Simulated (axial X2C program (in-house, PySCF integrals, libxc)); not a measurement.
**Potential curves of SiS⁻, with spin–orbit coupling**

Computed with an in-house all-electron X2C program for linear molecules (integrals from PySCF). Two-component (2c) means X2C with spin–orbit coupling and atomic mean-field two-electron Coulomb and Gaunt terms. Basis: S dyall-av3z [9s8p3d2f], Si dyall-av3z [9s8p3d2f] (cores contracted in-house); Gaussian nuclei, density fitting, unrestricted open shells. Masses: S 31.972 u, Si 27.977 u.

State: Ω = 1/2 (⟨Sz⟩ = -0.50, ⟨Lz⟩ = 1.00 at PBEsol). Energies in cm⁻¹ from the fragments at the same level (S- + Si). Fits are polynomials in 1 − R0/R over 0.85 to 1.23 times the lowest point R0.

```csv
R (Å),PBEsol
1.7722,-32531
1.8537,-37574
1.9148,-39762
1.9759,-40928
2.0370,-41306
2.1083,-40998
2.1796,-40099
2.2713,-38348
2.3833,-35659
2.5462,-31278
```

The state is one determinant whose occupation by symmetry is held fixed; it was picked as the lowest of a PBE0 search that is not exhaustive. De is counted from the lowest determinant-based energies of the atoms at the same level, without counterpoise correction. Density functionals use the spin component along the axis (collinear). The highest occupied level is positive at some bond lengths even in Hartree–Fock (under at least one Hamiltonian), so the basis set holds the extra electron there; where that holds at Re the anion is at best weakly bound and its constants depend on the basis. A 2c atom that is not at its ground J level misses part of its spin–orbit lowering, and De is too large by that part (0.04 eV or less for light atoms). This holds for PBEsol. Without a current term, density functionals place determinants with orbital angular momentum somewhat too high.

Q: What are Re, ωe and De at the PBEsol level?

A: At PBEsol, 2c: Re = 2.042 Å, ωe ≈ 595 cm⁻¹, De = 5.12 eV to S- + Si; Be follows as 0.271 cm⁻¹.
